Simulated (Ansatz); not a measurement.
We consider fcc Pd, described by r²SCAN (plane waves, PAW; Ansatz, a first-principles code).

Run with plane-wave cutoff 500 eV, 24×24×1 k mesh (along the axes of the cell as run), Fermi–Dirac smearing 0.1 eV, scalar-relativistic PAW data made under PBE.

Question: Estimate the surface energy of the (111) face and work function of the (111) face that the calculation returns.

Answer: 
- surface energy of the (111) face: 1.56 J/m²
- work function of the (111) face: 5.22 eV

The slab of 6 atoms is relaxed and unreconstructed.
